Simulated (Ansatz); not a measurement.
# Cubic perovskite SrTiO3 (cubic form, which distorts at low temperature)

Method: RPBE in Ansatz (plane waves, PAW).

Settings: plane-wave cutoff 520 eV, 10×10×10 k mesh, Fermi–Dirac smearing 0.01 eV, no spin polarisation, scalar-relativistic PAW data made under PBE.

Cell (relaxed at this level):

```
CELL_PARAMETERS angstrom
      3.97199     0.00000     0.00000
      0.00000     3.97199     0.00000
      0.00000     0.00000     3.97199
ATOMIC_POSITIONS crystal
  Sr 0.00000 0.00000 0.00000
  Ti 0.50000 0.50000 0.50000
  O  0.50000 0.00000 0.50000
  O  0.00000 0.50000 0.50000
  O  0.50000 0.50000 0.00000
```

* **bulk modulus B0**: 156 GPa
* **band gap**: 1.83 eV
* **smallest direct gap on the k points sampled**: 2.20 eV
* **pressure derivative B′ of the bulk modulus**: 4.4

Measured, for comparison: band gap 3.59 eV (zero-point renormalisation of 336 meV (experimental, the table's column) added back here, indirect; inputs from Miglio et al. (2020), arXiv:2011.12765); bulk modulus 172 GPa (room temperature, no zero-point or thermal correction, Murnaghan fit, our sources range from 165 to 179; as tabulated in Guennou et al. (2010), arXiv:0910.0710). Computed (rounded) less measured: bulk modulus -9 % (-5 % to -13 % over the range).

Note: the relaxation could not lower the start's symmetry, so the cell can be a saddle point above a distorted one.

Spin–orbit coupling is not included.

The computed numbers hold no vibrational or temperature effects.

Ansatz is an electronic-structure program.
